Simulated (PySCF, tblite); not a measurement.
**C2H2N2, a complex of two parts: NMR shifts, interaction energy, infrared bands, spin-spin couplings and core binding energies**

The task here is to estimate one member of a computed series from the others.

Computed with tblite 0.8.0 and PySCF 2.14.0; each step states its level. No surroundings beyond the atoms listed, unless a continuum is named. Atoms count from 0, parts from 1.

## The system as given

6 atoms, charge 0, multiplicity 1; geometry: rigid parts in contact. Parts: 1 = atoms 0–2, `C#N`, charge 0; 2 = atoms 3–5, `C#N`, charge 0.

The first run:

Job settings and geometry (Å):

```
{"job": {"kind": "dock", "xc": "GFN2-xTB", "basis": "xTB"}, "charge": 0, "multiplicity": 1, "parts": [{"atoms": "0-2", "charge": 0, "multiplicity": 1}, {"atoms": "3-5", "charge": 0, "multiplicity": 1}]}
C     -0.022206    -0.014273    -0.000102
N      0.934661     0.601026     0.003719
H     -0.912455    -0.586753    -0.003617
C      3.195443     1.698397    -1.861019
N      3.464815     2.245360    -2.821472
H      2.944803     1.189477    -0.967447
```

Method: GFN2-xTB search for minima from random contacts, gas phase.

Run with:

```bash
> OMP_NUM_THREADS=1 python cluster_run.py task.json out
```

One launch serves the whole session: the jobs run in the order shown.

Steps of the session up to this table: Docking the parts with GFN2-xTB; Optimising the geometry at PBE0-D3(BJ)/def2-TZVPD; NMR shieldings: PBE0/pcSseg-2; Coupled-cluster interaction energy: CCSD(T) and MP2.

One table of the session follows, with a row left open; its other results are not shown here.

It belongs to the step «Coupled-cluster interaction energy: CCSD(T) and MP2». 

```
                 method  interaction energy (kcal/mol)
         HF/aug-cc-pVDZ                          -3.99
        MP2/aug-cc-pVDZ                          -4.56
       CCSD/aug-cc-pVDZ                          -4.17
    CCSD(T)/aug-cc-pVDZ                          -4.29
         HF/aug-cc-pVQZ                          -4.05
        MP2/aug-cc-pVQZ                              ?
    SCS-MP2/aug-cc-pVQZ                          -4.52
      MP2, extrapolated                          -4.97
CCSD(T), limit estimate                          -4.70
```

**Question.** Estimate the row for MP2/aug-cc-pVQZ.

**Answer.** interaction energy (kcal/mol): -4.91. In the column «interaction energy (kcal/mol)» it lies between MP2, extrapolated (-4.97) and CCSD(T), limit estimate (-4.70).
